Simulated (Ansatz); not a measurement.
Input for Ansatz (development build ahead of 0.2.0):

```yaml
crystal:
  periodic: [false, false, false]
  atoms:
    - { symbol: Al, position_ang: [0.0, 0.0, -0.78584] }
    - { symbol: "N", position_ang: [0.0, 0.0, 0.78584] }
basis:
  gaussian: { orbitals: "6-31G" }
magnetization:
  initial_magnetization: 2
hamiltonian:
  xc: hf
correlation:
  method: ccsd_t
  frozen_orbitals: { Al: 5, "N": 1 }
```

The input is written out in the form of the current development build from the run's settings. Correlation on restricted open-shell orbitals is semicanonical, with singles.

Results

* Converged: yes
* Reference energy: -296.17700 hartree
* Correlation energy: -0.12607 hartree
* Total energy: -296.30307 hartree
